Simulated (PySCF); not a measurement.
Two structures of SiH5ClO, singlet, reached by relaxing down either side of one saddle point (PBE0-D4/def2-TZVP). Energies are electronic, without zero-point energy. Program: PySCF 2.14 with density fitting (its default auxiliary sets; JK sets also for MP2 and CCSD(T)). Basis: def2-TZVPP and def2-QZVPP. Cores are frozen in the correlated methods. Extrapolation: Hartree–Fock as exp(−7.88 √X), correlation as X^−2.97. First:

Si1  (-0.747, -0.028, -0.704)
H2  (0.481, 0.524, -1.317)
H3  (-0.641, -1.467, -0.399)
H4  (-1.218, 0.775, 0.445)
Cl5  (-2.223, 0.151, -2.154)
H6  (2.089, -0.068, 0.914)
O7  (1.200, -0.242, 1.232)
H8  (1.072, 0.346, 1.980)
(Å)

Second:

```
atom    x (Å)    y (Å)    z (Å)
 Si1  -0.9704  -0.1229   0.2803
  H2   2.3381  -0.5227  -1.5693
  H3  -0.7273  -1.4495  -0.3140
  H4  -2.2089  -0.0768   1.0908
 Cl5  -1.2335   1.2400  -1.2344
  H6   2.2181  -0.3830  -0.8456
  O7   0.3545   0.2275   1.1701
  H8   0.3893   1.0689   1.6279
```

(1) Which bonds change from the first to the second?

(2) Give the saddle point's structure and its height above each. (Judge from chemistry; the value comes from the calculation.)

T1 diagnostic: at most 0.011. The start structure is not quite a true minimum (one mode of 53i cm⁻¹).

Answers

(1) SiH₃Cl ([SiH3][Cl]) + H₂O → SiH₃ClO ([OH][SiH2][Cl]) + H₂; bonds formed: Si1–O7, H2–H6; bonds broken: Si1–H2, H6–O7.

(2) Computed: 172.6 kJ/mol above the first and 241.4 kJ/mol above the second (CCSD(T) at an estimated basis limit (MP2 extrapolated from triple and quadruple zeta, plus CCSD(T) − MP2 in triple zeta)).
```
atom    x (Å)    y (Å)    z (Å)
 Si1  -0.4641  -0.2690  -0.2678
  H2   1.0983  -0.0275  -0.9292
  H3  -0.4411  -1.7054  -0.6152
  H4  -1.6199  -0.0773   0.6557
 Cl5  -1.1519   0.9792  -1.7878
  H6   1.3001   0.1969   0.1316
  O7   0.7219   0.0725   1.1196
  H8   0.5568   0.8307   1.6930
```

Labels in which every atom is bracketed show which atoms are joined, not bond orders.

For scale, one of the runs: CCSD(T)/def2-TZVPP, 185 basis functions, launched by `OMP_NUM_THREADS=4 python run.py`. Hardware: 4 CPU threads of an Arm Neoverse V2, shared host. Wall time 3.7 min; peak host memory 1.9 GiB.
